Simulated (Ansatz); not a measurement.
Input for Ansatz (development build ahead of 0.2.0):

```yaml
crystal:
  periodic: [false, false, false]
  atoms:
    - { symbol: C, position_ang: [0.0, 0.0, 0.0] }
    - { symbol: H, position_ang: [1.02942, 0.0, -0.34908] }
    - { symbol: H, position_ang: [-0.51471, 0.8915, -0.34908] }
    - { symbol: H, position_ang: [-0.51471, -0.8915, -0.34908] }
    - { symbol: F, position_ang: [0.0, 0.0, 1.383] }
basis:
  gaussian: { orbitals: cc-pVTZ }
total_charge: 1
magnetization:
  initial_magnetization: 1
hamiltonian:
  xc: hf
correlation:
  method: ccsd_t
  frozen_orbitals: { C: 1, F: 1, H: 0 }
```

The input is written out in the form of the current development build from the run's settings. Correlation on restricted open-shell orbitals is semicanonical, with singles.

Results

```yaml
Converged: yes
Reference_energy: -138.63505 hartree
CCSD_correlation_energy: -0.42195 hartree
Triples_correction: -0.01359 hartree
Total_energy: -139.07059 hartree
Spin_squared_of_the_determinant: 0.750
```
